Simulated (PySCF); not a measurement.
A species of formula C2H3N has this rotational fingerprint, computed with PBE0-D3(BJ)/def2-SVP geometry optimisation, gas phase in PySCF:

| Item | Value |
| --- | --- |
| Rotational constants | A = 157125, B = 9237, C = 9237 MHz |
| Dipole components | \|μa\| = 3.83 D, \|μb\| = 0.00 D, \|μc\| = 0.00 D |
| Inertial defect | -3.22 u·Å² |
| κ | -1.00 |

Task: Which candidate fits, each taken in the one conformer that was computed?
A. `[N+](C)#[C-]`
B. `C=C=N`
C. `C1=NC1`
D. `CC#N`

Result: D. It is CC#N, a prolate symmetric top, point group C3v. The candidates at the same level (rigid rotor, commonest isotopes):

```tsv
SMILES	A (MHz)	B (MHz)	C (MHz)	μa (D)	μb (D)	μc (D)	Δ (u·Å²)	point group	rotor
CC#N	157125	9237	9237	3.83	0.00	0.00	-3.22	C3v	prolate symmetric top
C1=NC1	35921	22660	15357	0.33	2.08	0.00	-3.46	Cs	asymmetric top
C=C=N	199609	9661	9471	0.28	0.00	1.51	-1.48	Cs	near-prolate asymmetric top
[C-]#[N+]C	156961	10135	10135	3.86	0.00	0.00	-3.22	C3v	prolate symmetric top
```

`[C-]#[N+]C` has B 10 % too high; `C1=NC1` has B 145 % too high; `C=C=N` has A 27 % too high. In the right answer the symmetry axis of this C3v structure is a, so μb and μc vanish by symmetry. No structure here is proved a minimum.
